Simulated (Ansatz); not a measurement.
# C₂H₅NO (singlet): wave-function methods side by side, 6-31G

How much of the correlation energy of C₂H₅NO (singlet) does each wave-function method recover here?

The runs use Ansatz 0.2.0, Gaussian basis; 6-31G, core rule «outside noble gas», up to 4 orbitals frozen.

Plan: UHF; CCSD(T) on RHF; BCCD(T) on RHF; CISD; CCSDT(Q) on RHF; CASSCF and MRCISD+Q, 8 electrons in 8 orbitals; CASSCF and MRCISD+Q(relaxed), 8 electrons in 8 orbitals; CASSCF and NEVPT2, 8 electrons in 8 orbitals.

18 further runs of the same task are left out: 18 set aside as unsound or not needed.

## (1) What is computed

The geometry is an MP2(full)/6-31G* stationary point (not a proven minimum).

9 atoms, charge 0, spin multiplicity 1.

Atoms are counted from 1 here; the program's logs count them from 0.

Bond lengths: O1–C2 1.227 Å, C2–N3 1.373 Å, C2–C4 1.514 Å, N3–H5 1.010 Å, N3–H9 1.011 Å, C4–H6 1.089 Å, C4–H7 1.093 Å, C4–H8 1.094 Å. Angles: O1–C2–N3 122.1°, O1–C2–C4 123.3°, N3–C2–C4 114.6°, C2–N3–H5 120.8°, C2–N3–H9 116.4°, H5–N3–H9 117.2°, C2–C4–H6 108.5°, C2–C4–H7 111.3°, C2–C4–H8 110.2°, H6–C4–H7 109.7°, H6–C4–H8 108.9°, H7–C4–H8 108.2°.

## (2) UHF

File in.yaml:

```yaml
crystal:
  periodic: [false, false, false]
  atoms:
    - {symbol: O, position_ang: [0.382196, 1.266141, 0.013154]}
    - {symbol: C, position_ang: [0.034808, 0.088906, 0.000871]}
    - {symbol: N, position_ang: [0.943168, -0.939420, -0.043790]}
    - {symbol: C, position_ang: [-1.413825, -0.349548, 0.004976]}
    - {symbol: H, position_ang: [0.665602, -1.885132, 0.175062]}
    - {symbol: H, position_ang: [-2.039579, 0.524039, -0.170357]}
    - {symbol: H, position_ang: [-1.603192, -1.100153, -0.766566]}
    - {symbol: H, position_ang: [-1.674463, -0.783890, 0.974934]}
    - {symbol: H, position_ang: [1.910783, -0.692457, 0.116986]}
basis:
  gaussian: {orbitals: 6-31G}
magnetization: {spin_polarized: true, initial_magnetization: 0}
hamiltonian: {xc: hf}
output: {orbitals: {seedname: orbitals}}
```

Command:

```sh
$ ansatz run in.yaml --threads 1 --pin off --events-out ev --progress --plain --max-ram 2560MiB --backend cpu
```

The runs that follow: CCSD(T) on RHF; BCCD(T) on RHF; CISD; CCSDT(Q) on RHF; CASSCF and MRCISD+Q, 8 electrons in 8 orbitals; CASSCF and MRCISD+Q(relaxed), 8 electrons in 8 orbitals; CASSCF and NEVPT2, 8 electrons in 8 orbitals.

**Question.** What will the summary of the whole plan be? Wanted: RCCSDT(Q) below the RHF energy; RMP2 from RCCSDT(Q); RCCSD from RCCSDT(Q); RCCSD(T) from RCCSDT(Q); T1 diagnostic.

The runs gave:

```
                         quantity            value
   RCCSDT(Q) below the RHF energy      -12.2537 eV
              RMP2 from RCCSDT(Q)  +23.76 kcal/mol
             RCCSD from RCCSDT(Q)   +8.80 kcal/mol
          RCCSD(T) from RCCSDT(Q)   +1.24 kcal/mol
levels within 1 kcal/mol (43 meV)           RCCSDT
                    T1 diagnostic            0.015
```

What this shows: RCCSD(T) misses by +1.24 kcal/mol, 0.4 % of the correlation energy. These misses are within one basis, not against nature.
